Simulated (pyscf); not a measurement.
`[F][GeH2][F]` + `[OH2]` → `[FH]` + `[OH][GeH2][F]` (four-centre exchange; singlet surface; F–Ge, H–O broken, F–H, Ge–O formed). Structures and frequencies: ωB97X-D3(BJ)/def2-SVP in PySCF. Correlated levels are frozen-core, on RHF or UHF. ΔMP2 is the change of the MP2 total energy from the triple- to the quadruple-zeta basis. Energies in kJ/mol from the separated reactants.

```csv
level,barrier,reaction energy
PBE/def2-TZVP,34.8,+30.7
r²SCAN/def2-TZVP,36.5,+31.4
M06-2X/def2-TZVP,43.8,+29.0
ωB97M-D3(BJ)/def2-TZVP,48.3,+30.1
MP2/def2-QZVPP,?,+23.7
CCSD(T)/def2-TZVPP,55.4,+25.1
CCSD(T)/def2-TZVPP + ΔMP2(QZVPP),?,?
```

Problem. Fill in the missing entries.

Solution. 
- MP2/def2-QZVPP, barrier: 52.9
- CCSD(T)/def2-TZVPP + ΔMP2(QZVPP), barrier: 57.4
- CCSD(T)/def2-TZVPP + ΔMP2(QZVPP), reaction energy: +25.5

On the reactant side the descent ends in a complex, 25.1 kJ/mol under the separated species and 72.3 kJ/mol under the saddle at ωB97X-D3(BJ)/def2-TZVP. On the product side the descent ends in a bound adduct, 35.4 kJ/mol under the separated species and 54.0 kJ/mol under the saddle at ωB97X-D3(BJ)/def2-TZVP. At ωB97X-D3(BJ) the barrier from the zero used here is 47.2 kJ/mol. One saddle was located; it need not be the lowest between these sides. The CCSD(T) − MP2 part came from Ansatz, without density fitting, on the same reference. The frozen core leaves the outer d or s,p core shells of the metals and heavy elements correlated in the MP2 and CC values, and def2-TZVPP describes them poorly, which can shift differences by a few kcal/mol. Elements up to Kr have no core potential and no relativistic terms here.
